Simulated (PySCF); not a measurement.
carbon disulfide (CS2), SMILES S=C=S. Atoms are numbered in the order given.

```xyz
3

S      0.0000     0.0000    -1.5527
C      0.0000     0.0000     0.0000
S      0.0000     0.0000     1.5527
```

The structure is a stationary point at B3LYP-D3(BJ)/def2-TZVP.

Computed with B3LYP-D3(BJ)/def2-TZVP in PySCF.

Frequencies are harmonic and unscaled.

Modes within 1.5 cm⁻¹ of each other (mostly degenerate sets) share a row, with their intensities summed.

Computed vibrational spectrum:
```
mode  ν (cm⁻¹)  IR (km/mol)  moving atoms (share of kinetic energy)
----  --------  -----------  --------------------------------------
1–2        407          5.8                          C 84 %, S 16 %
3          678          0.0                                 S 100 %
4         1560        661.5                          C 84 %, S 16 %
```
